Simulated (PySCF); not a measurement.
PySCF input (B3PW91/6-31G* (5d)):

```python
from pyscf import gto, dft

mol = gto.M(
    atom='''
    C     0.00476229    0.43392420   -0.00203639
    C     1.18383408   -0.15360148    0.00493325
    F    -1.14596015   -0.26718838   -0.00280751
    H    -0.17580160    1.50100015   -0.00772733
    H     1.28003303   -1.23028006    0.01036986
    H     2.07783169    0.45203897    0.00524394
    ''',
    basis='6-31g*',
    charge=0,
    spin=0,
    verbose=4,
)

mf = dft.RKS(mol, xc='b3pw91')
mf.grids.level = 3
mf.conv_tol = 1e-9
mf.max_cycle = 100
mf.max_memory = 1500
mf.kernel()
if not mf.converged:
    mf = mf.newton()
    mf.kernel(mf.make_rdm1())
mf.dip_moment()
```

Output:

```
PySCF version 2.14.0

[INPUT] verbose = 4
[INPUT] num. atoms = 6
[INPUT] num. electrons = 24
[INPUT] charge = 0
[INPUT] spin (= nelec alpha-beta = 2S) = 0
[INPUT] symmetry False subgroup None
[INPUT] Mole.unit = angstrom
[INPUT] Symbol           X                Y                Z      unit          X                Y                Z       unit  Magmom
[INPUT]  1 C      0.004762290000   0.433924200000  -0.002036390000 AA    0.008999423826   0.819997896821  -0.003848219383 Bohr   0.0
[INPUT]  2 C      1.183834080000  -0.153601480000   0.004933250000 AA    2.237122188126  -0.290264729528   0.009322491404 Bohr   0.0
[INPUT]  3 F     -1.145960150000  -0.267188380000  -0.002807510000 AA   -2.165550833165  -0.504912861866  -0.005305424992 Bohr   0.0
[INPUT]  4 H     -0.175801600000   1.501000150000  -0.007727330000 AA   -0.332216876260   2.836479196431  -0.014602537374 Bohr   0.0
[INPUT]  5 H      1.280033030000  -1.230280060000   0.010369860000 AA    2.418911857097  -2.324892369913   0.019596195350 Bohr   0.0
[INPUT]  6 H      2.077831690000   0.452038970000   0.005243940000 AA    3.926532827042   0.854229850930   0.009909610414 Bohr   0.0

nuclear repulsion = 67.55382768604
number of shells = 24
number of NR pGTOs = 93
number of NR cGTOs = 48
basis = 6-31g*
ecp = {}

******** <class 'pyscf.dft.rks.RKS'> ********
method = RKS
initial guess = minao
damping factor = 0
level_shift factor = 0
DIIS = <class 'pyscf.scf.diis.CDIIS'>
diis_start_cycle = 1
diis_space = 8
diis_damp = 0
SCF conv_tol = 1e-09
SCF conv_tol_grad = None
SCF max_cycles = 100
direct_scf = True
direct_scf_tol = 1e-13
XC library pyscf.dft.libxc version 7.1.2
    S. Lehtola, C. Steigemann, M. J. T. Oliveira, and M. A. L. Marques,  SoftwareX 7, 1–5 (2018)
XC functionals = b3pw91
    A. D. Becke,  J. Chem. Phys. 98, 5648 (1993)
radial grids:
    Treutler-Ahlrichs [JCP 102, 346 (1995); DOI:10.1063/1.469408] (M4) radial grids

becke partition: Becke, JCP 88, 2547 (1988); DOI:10.1063/1.454033
pruning grids: <function nwchem_prune>
grids dens level: 3
symmetrized grids: False
atomic radii adjust function: <function treutler_atomic_radii_adjust>
small_rho_cutoff = 0
Set gradient conv threshold to 3.16228e-05
Initial guess from minao.
tot grids = 71928
init E= -177.955460991067
  HOMO = -0.306384006790484  LUMO = -0.0486255288258683  gap/eV = 7.01397
cycle= 1 E= -177.70386449227  delta_E= 0.252  |g|= 0.491  |ddm|= 2.16
  HOMO = -0.216116352624693  LUMO = 0.0460007330699179  gap/eV = 7.13257
cycle= 2 E= -177.666466579997  delta_E= 0.0374  |g|= 0.674  |ddm|= 0.807
  HOMO = -0.254082494594412  LUMO = 0.0311738920311679  gap/eV = 7.76222
cycle= 3 E= -177.748460182558  delta_E= -0.082  |g|= 0.0718  |ddm|= 0.481
  HOMO = -0.266084675781024  LUMO = 0.0196434441655446  gap/eV = 7.77506
cycle= 4 E= -177.749744558505  delta_E= -0.00128  |g|= 0.0176  |ddm|= 0.0764
  HOMO = -0.264558385457453  LUMO = 0.0214442124628  gap/eV = 7.78253
cycle= 5 E= -177.749803655631  delta_E= -5.91e-05  |g|= 0.00876  |ddm|= 0.0201
  HOMO = -0.264047018088359  LUMO = 0.0219481919204658  gap/eV = 7.78233
cycle= 6 E= -177.74982028728  delta_E= -1.66e-05  |g|= 0.00194  |ddm|= 0.00885
  HOMO = -0.264221265604326  LUMO = 0.0217966633125521  gap/eV = 7.78294
cycle= 7 E= -177.7498212194  delta_E= -9.32e-07  |g|= 0.000114  |ddm|= 0.00153
  HOMO = -0.264221442229852  LUMO = 0.0217964692577377  gap/eV = 7.78294
cycle= 8 E= -177.749821222497  delta_E= -3.1e-09  |g|= 2.62e-05  |ddm|= 0.000107
  HOMO = -0.264222180885935  LUMO = 0.0217957178602108  gap/eV = 7.78294
cycle= 9 E= -177.749821222672  delta_E= -1.75e-10  |g|= 3.17e-06  |ddm|= 2.75e-05
  HOMO = -0.264222259234637  LUMO = 0.0217955825455003  gap/eV = 7.78294
Extra cycle  E= -177.749821222669  delta_E= 3.84e-12  |g|= 4.99e-06  |ddm|= 7.36e-06
converged SCF energy = -177.749821222669
Dipole moment(X, Y, Z, Debye):  1.00377,  0.77830, -0.00012
```

The geometry given is a B3LYP-D3(BJ)/def2-TZVP minimum.
